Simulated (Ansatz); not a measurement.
Mulliken charges of CH2F2O, SMILES `OC(F)F` from ωB97M-V/def2-TZVPP in Ansatz (PBE0-D4/def2-TZVP geometry).

| atom | x (Å) | y (Å) | z (Å) | charge (e) |
| --- | --- | --- | --- | --- |
| O1 | 0.095 | 0.986 | -0.438 | -0.277 |
| C2 | 0.061 | -0.138 | 0.302 | 0.385 |
| F3 | 0.876 | -1.093 | -0.208 | -0.198 |
| F4 | -1.180 | -0.684 | 0.315 | -0.198 |
| H5 | -0.177 | 0.773 | -1.340 | 0.199 |
| H6 | 0.366 | 0.092 | 1.324 | 0.090 |

Question: By hand: the dipole of these point charges (1 e Å = 4.8032 D).

Answer: Σ q r = (0.055, 0.188, 0.069) e Å, of length 0.208 e Å = 1.00 D.

Question: How does the dipole of the full density compare? (An estimate is asked.)

Answer: Ansatz gave: (0.009, 0.140, -0.075) e Å, 0.76 D; the point charges give 1.32 times that, at 49° from its direction.

Point charges leave out the atoms' own dipoles, such as those of lone pairs, and Mulliken's split depends on the basis, so the two needn't agree.
